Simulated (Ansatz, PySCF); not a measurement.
UKS-B3LYP/6-31G* against FCI for diatomic hydrides: harmonic wavenumber.

Values in cm⁻¹, from Ansatz (an electronic-structure program) and PySCF. Where two bases are given, the first is that of UKS-B3LYP/6-31G*. Full CI is exact in its basis, with frozen cores. Scans on which UKS-B3LYP/6-31G* failed, held another spin at the minimum or broke off are missing, so the means are lower bounds.

| system | basis | UKS-B3LYP/6-31G* | FCI | UKS-B3LYP/6-31G* − FCI |
|---|---|---|---|---|
| HF singlet | 6-31G* / def2-SVP | 3960 | 4190 | -230 |
| HMg doublet | 6-31G* / aug-cc-pVQZ | 1440 | 1490 | -50 |
| HMg doublet | 6-31G* / cc-pVDZ | 1440 | 1470 | -30 |
| HBe cation singlet | 6-31G* / cc-pVQZ | 2230 | 2210 | 20 |
| HGa singlet | 6-31G* / cc-pVQZ | 1550 | 1600 | -50 |
| HLi singlet | 6-31G* / cc-pVTZ | 1400 | 1390 | 10 |
| HMg doublet | 6-31G* / aug-cc-pVTZ | 1440 | 1480 | -40 |
| HLi singlet | 6-31G* / def2-SVP | 1400 | 1410 | -10 |
| HS doublet | 6-31G* / cc-pVDZ | 2660 | 2680 | -20 |
| HP triplet | 6-31G* / def2-TZVP | 2350 | 2350 | 0 |
| HAl singlet | 6-31G* / cc-pVTZ | 1650 | 1680 | -30 |
| HGe doublet | 6-31G* / cc-pVTZ | 1860 | 1890 | -30 |
| HO doublet | 6-31G* / cc-pVDZ | 3630 | 3700 | -70 |
| HSi doublet | 6-31G* / aug-cc-pVTZ | 2020 | 2020 | 0 |

Task: What do these rows say about the size and sign of the difference from FCI?

Result: The mean difference from FCI is -38 cm⁻¹ (median -30) and the mean absolute one 42 cm⁻¹ (median 30); UKS-B3LYP/6-31G* lies above in 2 and below in 10 of 14 cases. It is closest for HSi doublet (0), HP triplet (0), HLi singlet (-10) and furthest off for HF singlet (-230), HO doublet (-70), HGa singlet (-50).
